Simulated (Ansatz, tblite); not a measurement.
# The cluster Sn2H: charged states by level of theory

The task here is to estimate one member of a computed series from the others.

Method: as each input shows; program: Ansatz 0.2.0, Gaussian basis.

Levels to be run: charge +1 singlet, at the geometry of the doublet (PBE0-D4/def2-TZVP, PBE-D4/def2-TZVP, r2SCAN-D4/def2-TZVP, CCSD(T)/def2-TZVPP); charge -1 singlet, at the geometry of the doublet (PBE0-D4/def2-TZVPD, PBE-D4/def2-TZVPD, r2SCAN-D4/def2-TZVPD, CCSD(T)/def2-TZVPD); charge +1 triplet, at the geometry of the doublet (PBE0-D4/def2-TZVP, PBE-D4/def2-TZVP, r2SCAN-D4/def2-TZVP); charge -1 triplet, at the geometry of the doublet (PBE0-D4/def2-TZVPD, PBE-D4/def2-TZVPD, r2SCAN-D4/def2-TZVPD); the starting doublet's energies come from earlier runs.

2 further runs of the same task are left out: 2 set aside as unsound or not needed.

### The relaxed structure

The geometry is that of the doublet, from an earlier relaxation (r2SCAN-D4/def2-TZVP). At that level it is the lowest of the isomers that a small search found.

3 atoms, charge 0, spin multiplicity 2.

Atoms are counted from 1 here; the program's logs count them from 0.

Bond lengths: Sn1–Sn2 2.742 Å, Sn1–H3 1.973 Å, Sn2–H3 1.973 Å. Angles: Sn2–Sn1–H3 46.0°, Sn1–Sn2–H3 46.0°, Sn1–H3–Sn2 88.0°.

Sn takes a core potential in the def2 sets. No spin-orbit coupling is included.

The first run:

in.yaml reads:

```yaml
crystal:
  periodic: [false, false, false]
  atoms:
    - {symbol: Sn, position_ang: [-0.211827, -0.749560, 1.223221]}
    - {symbol: Sn, position_ang: [0.828506, 0.033274, -1.189882]}
    - {symbol: H, position_ang: [-0.616668, 0.716286, -0.033339]}
basis:
  gaussian: {orbitals: def2-TZVP}
total_charge: 1
hamiltonian: {xc: pbe0, dispersion: d4}
output: {orbitals: {seedname: orbitals}}
```

Started as:

```bash
ansatz run in.yaml --threads 4 --pin off --events-out ev --progress --plain --max-ram 3916MiB
```

Among the steps run: Charge +1 singlet at the fixed geometry, PBE0-D4/def2-TZVP; Charge +1 singlet at the fixed geometry, PBE-D4/def2-TZVP; Charge +1 singlet at the fixed geometry, r2SCAN-D4/def2-TZVP; Charge +1 singlet at the fixed geometry, CCSD(T)/def2-TZVPP; Charge -1 singlet at the fixed geometry, PBE0-D4/def2-TZVPD; Charge -1 singlet at the fixed geometry, PBE-D4/def2-TZVPD; Charge -1 singlet at the fixed geometry, r2SCAN-D4/def2-TZVPD; Charge -1 singlet at the fixed geometry, CCSD(T)/def2-TZVPD.

One table of the session follows, with a row left open; its other results are not shown here.

It belongs to the step «Vertical electron affinity». 

```
              method  vertical electron affinity (eV)
       HF/def2-TZVPD                                ?
   PBE-D4/def2-TZVPD                             1.83
r2SCAN-D4/def2-TZVPD                             1.82
  PBE0-D4/def2-TZVPD                             1.78
      MP2/def2-TZVPD                             2.01
     CCSD/def2-TZVPD                             1.77
  CCSD(T)/def2-TZVPD                             1.94
```

Q: Estimate the row for HF/def2-TZVPD from the others.

The run gave: vertical electron affinity (eV): 0.84. In the column «vertical electron affinity (eV)» it is the lowest.

To keep in mind: The closed-shell reference under CCSD(T)/def2-TZVPD is unstable towards broken spin symmetry, which adds to the doubt on it. The anion's highest level is positive in at least one run, so there the basis alone may hold the extra electron.
